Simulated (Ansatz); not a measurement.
in.yaml

```yaml
crystal:
  periodic: [false, false, false]
  atoms:
    - {symbol: B, position_ang: [-0.202369, 0.000016, -0.024419]}
    - {symbol: H, position_ang: [0.223941, 0.539094, -1.105358]}
    - {symbol: H, position_ang: [1.722774, -0.000135, 2.472626]}
    - {symbol: H, position_ang: [0.223858, -0.539127, -1.105359]}
basis:
  gaussian: {orbitals: cc-pVDZ}
magnetization: {spin_polarized: false, initial_magnetization: 2}
correlation: {method: ccsdt_q, electrons: outside_noble_gas}
```

```sh
$ ansatz run in.yaml --threads 1 --pin off --events-out ev --progress --plain --max-ram 2393MiB
```

Log:

```
512 factors; integrals over basis functions are off by at most 1.8e-7 eV
mean field evaluation 1: about -709.2076 eV, gradient 9.9e0 eV
mean field evaluation 2: about -709.2080 eV, gradient 9.9e0 eV
mean field evaluation 4: about -710.5477 eV, gradient 9.8e-1 eV
mean field evaluation 8: about -710.5595 eV, gradient 1.1e-3 eV
mean field evaluation 16: about -710.5586 eV, gradient 1.9e-1 eV
mean field evaluation 32: about -710.5232 eV, gradient 2.5e-1 eV
mean field evaluation 64: about -707.3854 eV, gradient 6.8e-3 eV
mean field evaluation 96: about -705.6498 eV, gradient 1.4e-3 eV
mean field evaluation 128: about -707.3866 eV, gradient 1.0e-1 eV
mean field -710.55948941 eV, -26.1125796014 hartree, gradient 2.1e-6 eV, S^2 2.000000; 7 other end points of the search recorded, 0 dependent functions left out
mean field evaluation 160: about -710.6144 eV, gradient 1.4e0 eV
...
cycle  34  -3.07030759 eV  change    2.1e-6 eV  update   3.7e-6
cycle  35  -3.07030566 eV  change    1.9e-6 eV  update   2.9e-6
cycle  36  -3.07030441 eV  change    1.2e-6 eV  update   1.9e-6
cycle  37  -3.07030383 eV  change    5.8e-7 eV  update   1.7e-6
cycle  38  -3.07030397 eV  change   -1.4e-7 eV  update   1.1e-6
cycle  39  -3.07030399 eV  change   -2.1e-8 eV  update   8.6e-7
cycle  40  -3.07030434 eV  change   -3.5e-7 eV  update   1.1e-6
cycle  41  -3.07030460 eV  change   -2.6e-7 eV  update   6.2e-7
cycle  42  -3.07030473 eV  change   -1.3e-7 eV  update   5.0e-7
cycle  43  -3.07030509 eV  change   -3.5e-7 eV  update   5.8e-7
perturbative correction -0.00219384 eV, -0.0000806220 hartree
Total energy: -713.63198834 eV, -26.2254918542 hartree
```

For the same geometry and basis full CI lies 0.6 meV lower.

Ran on 1 thread of Arm Neoverse V2, shared host: 4.2 s wall, 0.15 GiB peak host memory.
